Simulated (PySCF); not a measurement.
CH₂O.

```xyz
4

C      0.0000     0.0000    -0.5264
O      0.0000     0.0000     0.6735
H      0.0000     0.9421    -1.1148
H      0.0000    -0.9421    -1.1148
```

Geometry optimised at r2SCAN-D4/def2-TZVPD.

All values below come from PBE/pcSseg-2 (PySCF). Non-relativistic, no solvent.

**Question.** Give the absolute GIAO shielding of each atom: isotropic value and principal components (ppm). (Estimate from the structure and the level; the computed values follow.)

**Answer.** 
```csv
atom,σ(iso),σ11,σ22,σ33,span
C1,-26.1,-108.9,-58.1,88.7,197.6
O2,-447.7,-1228.7,-515.7,401.4,1630.0
H3,20.9,20.1,20.9,21.5,1.4
H4,20.9,20.1,20.9,21.5,1.4
```
